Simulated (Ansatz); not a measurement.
A calculation with Ansatz (development build ahead of 0.2.0).

```yaml
crystal:
  periodic: [false, false, false]
  atoms:
    - { symbol: C, position_ang: [1.36739, 0.41209, 0.0] }
    - { symbol: O, position_ang: [0.0, 0.87018, 0.0] }
    - { symbol: C, position_ang: [-0.93311, -0.09276, 0.0] }
    - { symbol: H, position_ang: [-1.92702, 0.37721, 0.0] }
    - { symbol: H, position_ang: [1.97602, 1.31296, 0.0] }
    - { symbol: H, position_ang: [1.56765, -0.18831, 0.88859] }
    - { symbol: H, position_ang: [1.56765, -0.18831, -0.88859] }
    - { symbol: O, position_ang: [-0.72375, -1.27388, 0.0] }
basis:
  gaussian: { orbitals: cc-pVTZ }
hamiltonian:
  xc: hf
correlation:
  method: mp2
  frozen_orbitals: { C: 1, H: 0, O: 1 }
```

The input is written out in the form of the current development build from the run's settings.

The run gave:

| Property | Result |
| --- | --- |
| Converged | yes |
| Reference energy | -227.87624 hartree |
| Correlation energy | -0.79986 hartree |
| Total energy | -228.67609 hartree |
| Spin squared of the determinant | 0.000 |
| Stability test | minimum among restricted orbitals |
| Occupied orbitals by symmetry in an Abelian subgroup (alpha; beta) | 13 A' 3 A''; 13 A' 3 A'' |
